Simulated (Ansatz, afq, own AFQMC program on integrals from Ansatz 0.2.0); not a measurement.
Integrals from Ansatz 0.2.0, then the random walk in our own AFQMC program (afq).

```yaml
crystal:
  periodic: [false, false, false]
  atoms:
    - {symbol: Si, position_ang: [0.000000, 0.000000, 0.000000]}
    - {symbol: O, position_ang: [0.000000, 0.000000, 4.673000]}
basis:
  gaussian: {orbitals: 6-31G}
magnetization: {spin_polarized: true, initial_magnetization: 2}
correlation: {method: ccsd_t, electrons: outside_noble_gas, hamiltonian_folder: ham}
```

```sh
$ ansatz run in.yaml --threads 1 --pin off --events-out ev --progress --plain --max-ram 24576MiB --backend cuda --devices 0, --max-vram 18GiB
```

Options of the walk:

```
--method free --trial cid --walkers 20 --time-step 0.08 --max-blocks 60 --target-error 0.00152 --factor-cut 0.001 --seed 8048 --times 0.0,0.4,0.8,1.6,2.4 --taylor-order 6
```

Times are imaginary, in 1/Eh. The walk had a cap of 60 s.

afq prints:

```
orbitals 16  electrons 6 4  factors 55 of 215
reference energy -363.58938182 Eh
CCSD correlation -0.09802673 Eh in 19 cycles, weight of the determinant in the CISD state 0.5770
repeat  energy at the last time / Eh  error
    10  -363.695314  0.004150
    20  -363.695233  0.002402
    30  -363.693149  0.002240
    40  -363.692577  0.001851
    50  -363.692367  0.001710
    60  -363.692112  0.001484
time / (1/Eh)  energy / Eh  error  mean overlap
  0.00  -363.690363  0.001195  1.7526
  0.40  -363.691246  0.001166  1.7566
  0.80  -363.690490  0.001326  1.7464
  1.60  -363.690616  0.001314  1.7361
  2.40  -363.692112  0.001484  1.7160
energy -363.692112 +/- 0.001484 Eh
```

The run passed its tests (error under three times the target), which doesn't prove that it has relaxed.

Against this walk (error 40.4 meV) on the same determinant: CCSD(T) 37.4 meV higher (within the noise), CCSDT(Q) 20.6 meV higher (within the noise), full CI 16.9 meV higher (within the noise). The error is statistical, and a free projection of finite length keeps a remainder of its start. The determinant has ⟨S²⟩ = 3.00, so the low cluster orders mix in higher spin, and so can this walk. The determinant is a poor start (see the cautions), so the low cluster orders aren't to be relied on, and full CI is the sure value.

Cautions: remainder of the start not in the error; start is not spin pure; lower spins were not checked; strong correlation (T1 0.004, weight of the determinant 0.58, largest double 0.80); unrestricted determinant spin contaminated (⟨S²⟩ 3.00 against 2.00); the CCSD(T) amplitudes may be one of several solutions (largest double 0.80); the CCSDT(Q) amplitudes may be one of several solutions (largest double 0.96); the next higher spin lies close (within 5 meV by full CI); the determinant fills πx and πy unequally, so it mixes two states of the linear molecule, and each level undoes that mixture to a different degree, while full CI gives the lower state; walk and cluster series may follow different spin states; so few walkers bias the energy; the coarse factor cut changes the integrals a little; the time-step error isn't removed.

The walk took 4.1 s on 1 × NVIDIA H100 80GB HBM3 with 2 threads of AMD EPYC 7R13 Processor (Zen 3) (shared host) (the card was shared). The log's last line is the free-projection energy.

CCSDT and higher add their correlation energy to the determinant of the CCSD(T) run, since their own runs factorise the integrals more tightly (a shift of under 2 meV).
